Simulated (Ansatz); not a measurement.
Process, species as SMILES: Cl[C]Cl (closed-shell singlet) + 3 [H][H] (H2) → C (CH4) + 2 Cl (HCl)
B3LYP-D3(BJ)/def2-TZVP geometries, fixed; electronic energies without zero-point terms.

Basis-set convergence of the energy of full hydrogenation at B3LYP with Ansatz (a quantum-chemistry and plane-wave program). Cartesian d functions, on some or all atoms, in 6-31G*, 6-31G**, 6-311G**; all else is spherical. The program fits the integrals of some runs and decomposes those of others, by size. No added dispersion term, no relativity. Functions are those of the species that has most. Reference: the value in pcseg-4, -129.03 kcal/mol, itself unsure by roughly 0.07 kcal/mol (its mean distance from aug-pcseg-3, aug-cc-pV(Q+d)Z, cc-pV(5+d)Z). Deviations are taken from unrounded values.

| basis | functions | energy of full hydrogenation (kcal/mol) | minus reference (kcal/mol) |
|---|---|---|---|
| STO-3G | 23 | -122.70 | 6.32 |
| 3-21G | 35 | -142.96 | -13.93 |
| 6-31G | 35 | -139.44 | -10.42 |
| def2-SV(P) | 50 | -120.13 | 8.90 |
| def2-SVP | 50 | -132.18 | -3.15 |
| 6-31G* | 53 | -125.98 | 3.04 |
| 6-31G** | 53 | -130.19 | -1.16 |
| 6-311G** | 72 | -133.84 | -4.81 |
| aug-cc-pV(D+d)Z | 87 | -131.74 | -2.72 |
| def2-TZVP | 105 | -126.90 | 2.13 |
| def2-TZVPP | 115 | -128.67 | 0.36 |
| jun-cc-pV(T+d)Z | 135 | -129.57 | -0.54 |
| aug-cc-pV(T+d)Z | 156 | -129.57 | -0.55 |
| def2-QZVPP | 197 | -129.14 | -0.11 |
| aug-cc-pV(Q+d)Z | 264 | -129.10 | -0.07 |

The smallest set listed that lies within 4 kcal/mol of the reference with all its larger relatives (same family, alike in diffuse functions; a set with none counts only in the reference's own line) is def2-SVP (50 functions, -3.15 kcal/mol off). Inside the window by cancellation, since a larger relative falls out: 6-31G*, 6-31G**.
